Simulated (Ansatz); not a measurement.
A run of Ansatz (development build ahead of 0.2.0) on doublet CO2(+) at this shape:

```xyz
3

O    -0.0938    1.1299    0.0877
C     0.0074   -0.0005    0.0194
O     0.1086   -1.1309   -0.0490
```

Its results:

```json
{
 "Converged": "yes",
 "Reference energy": "-187.25924 hartree",
 "Correlation energy": "-0.51429 hartree",
 "Total energy": "-187.77353 hartree",
 "Spin squared of the determinant": "0.929",
 "Stability test": "minimum"
}
```

Forces (eV/Å):
```tsv
atom	Fx	Fy	Fz
O1	-0.288	3.216	0.195
C2	0.000	0.000	0.000
O3	0.288	-3.216	-0.194
```

Q: Which input gives this output? Name the method, the orbitals and the basis set, and write the input.

A: UHF-MP2 in def2-TZVP.

```yaml
crystal:
  periodic: [false, false, false]
  atoms:
    - { symbol: O, position_ang: [-0.09381, 1.12986, 0.08775] }
    - { symbol: C, position_ang: [0.00738, -0.00054, 0.01938] }
    - { symbol: O, position_ang: [0.10859, -1.13093, -0.049] }
basis:
  gaussian: { orbitals: def2-TZVP }
total_charge: 1
magnetization:
  spin_polarized: true
  initial_magnetization: 1
hamiltonian:
  xc: hf
correlation:
  method: mp2
  frozen_orbitals: { C: 1, O: 1 }
output:
  forces: true
```

Caution: the unrestricted determinant is spin contaminated; MP2 on this radical cation hangs on the determinant chosen.
